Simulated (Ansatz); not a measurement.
# C2H4Cl2O: the cost of one run

Program: Ansatz 0.2.0, Gaussian basis. Level of theory: the settings change from run to run. These are calculated values, not measurements.

## (1) The relaxed structure

An earlier PBE0-D4 in a triple-zeta def2 set relaxation fixed the geometry.

SMILES `COC(Cl)Cl`, 9 atoms, charge 0, spin multiplicity 1.

Atoms are counted from 1 here; the program's logs count them from 0.

Bond lengths: C1–O2 1.418 Å, C1–H6 1.096 Å, C1–H7 1.088 Å, C1–H8 1.093 Å, O2–C3 1.353 Å, C3–Cl4 1.757 Å, C3–Cl5 1.807 Å, C3–H9 1.092 Å. Angles: O2–C1–H6 110.8°, O2–C1–H7 106.2°, O2–C1–H8 110.8°, H6–C1–H7 109.6°, H6–C1–H8 109.5°, H7–C1–H8 109.9°, C1–O2–C3 114.0°, O2–C3–Cl4 108.4°, O2–C3–Cl5 112.3°, O2–C3–H9 113.3°, Cl4–C3–Cl5 109.8°, Cl4–C3–H9 108.1°, Cl5–C3–H9 104.8°.

## (2) r2SCANh/aug-pcseg-2

Options: charge +1, multiplicity 2, restricted open-shell orbitals, atoms shaken by 0.15 Å.

in.yaml reads:

```yaml
crystal:
  periodic: [false, false, false]
  atoms:
    - {symbol: C, position_ang: [0.379955, -1.017605, -0.607627]}
    - {symbol: O, position_ang: [0.239655, 0.247342, -0.460192]}
    - {symbol: C, position_ang: [-0.330639, 0.773816, 0.165285]}
    - {symbol: Cl, position_ang: [-1.090366, 2.470840, -0.445743]}
    - {symbol: Cl, position_ang: [0.242481, 1.056928, 1.582915]}
    - {symbol: H, position_ang: [-0.200105, -1.733567, -0.069235]}
    - {symbol: H, position_ang: [1.352911, -1.520071, -1.161090]}
    - {symbol: H, position_ang: [1.173595, -1.147197, 0.354521]}
    - {symbol: H, position_ang: [-1.205216, 0.400690, 0.295729]}
basis:
  gaussian: {orbitals: aug-pcseg-2}
total_charge: 1
magnetization: {spin_polarized: false, initial_magnetization: 1}
hamiltonian: {xc: {name: r2SCANh}}
```

Command:

```console
$ ansatz run in.yaml --threads 4 --pin off --events-out ev --progress --plain --max-ram 10444MiB
```

**Question.** How long does this run take on 4 threads of Arm Neoverse V2, shared host, and how much memory does it need?

About 3.4 min, with a peak of 2.3 GiB.
